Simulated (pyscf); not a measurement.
# Multi-bond step: `[SnH4]` + `[H][H]` → `[SnH2]` [singlet] + `[H][H]` + `[H][H]`

Gas phase, singlet surface, charge 0. Bonds broken: Sn1–H5, Sn1–H6, H2–H7. Bonds formed: H2–H5, H6–H7. Single points on ωB97X-D3(BJ)/def2-SVP structures (PySCF, gas phase).

Transition state (Å):

```xyz
7

Sn    -0.3254     0.6697     0.0938
H     -0.3393    -1.8105    -0.8587
H      0.9821     1.6550     0.7101
H     -1.4895     1.9578    -0.1210
H     -0.1022    -0.9025    -1.1945
H     -0.7971    -1.2043     0.7624
H     -0.6882    -1.9621     0.1241
```

One imaginary mode, 1938i cm⁻¹; descent along it reached the two sides named.

```csv
bond,change,reactant side (Å),saddle,product side
Sn1–H5,breaks,1.706,2.045,3.6
Sn1–H6,breaks,1.706,2.045,3.6
H2–H7,breaks,0.760,1.054,4.0
H2–H5,forms,3.1,0.997,0.761
H6–H7,forms,3.1,0.997,0.761
```

Electronic energies relative to the separated reactants (kJ/mol):

```tsv
level	barrier	reaction energy	reverse barrier
ωB97X-D3(BJ)/def2-TZVP	275.9	+109.0	166.9
PBE/def2-TZVP	213.8	+87.5	126.3
r²SCAN/def2-TZVP	238.6	+101.1	137.5
B3LYP-D3(BJ)/def2-TZVP	241.6	+81.5	160.1
PBE0-D3(BJ)/def2-TZVP	242.9	+103.0	139.9
M06-2X/def2-TZVP	276.8	+86.9	189.9
ωB97M-D3(BJ)/def2-TZVP	271.3	+95.5	175.8
HF/def2-TZVP	370.7	+94.7	276.0
```

With ωB97M-D3(BJ)/def2-TZVP energies and thermal terms (ideal gas, 1 atm, RRHO with modes under 100 cm⁻¹ raised to 100, one conformer, R ln 2 for chiral ones without a mode under 150 cm⁻¹), in kJ/mol:

```csv
T (K),ΔH‡,ΔG‡,ΔH,ΔG
298,266.6,292.0,+85.9,+46.5
600,264.1,318.9,+88.1,+5.4
900,264.4,346.3,+87.1,-35.8
1200,266.0,373.4,+84.4,-76.4
```

This is the saddle that the search found; another between the same sides may lie lower. Elements past Kr carry the def2 core potentials, without spin-orbit coupling.
